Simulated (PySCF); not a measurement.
# SiF₂: one-bond stretch

All numbers come from PySCF, B3LYP, basis Si def2-TZVP, F def2-TZVP (no relativity, density fitting).

Rigid scan from the singlet minimum (Si–F 1.609 Å (×2); F–Si–F 100.8°). Coordinate: the bond from Si to the last atom (F) scaled, the rest fixed. Energies in kJ/mol from the minimum.

| scale of one bond | E (kJ/mol) | dipole size (D) |
| --- | --- | --- |
| 0.92 | 31.2 | 0.96 |
| 0.96 | 6.8 | 1.03 |
| 1.00 | 0.0 | 1.21 |
| 1.05 | 8.0 | 1.54 |
| 1.12 | 37.6 | 2.12 |
| 1.20 | 84.2 | 2.84 |
| 1.35 | 180.5 | 4.21 |
| 1.55 | 297.8 | – |
| 1.80 | 412.3 | – |
| 2.20 | 530.6 | – |

At long bonds a restricted determinant can lie too high, and another spin state can fall below this curve.

Other isomers or separated fragments may lie lower.
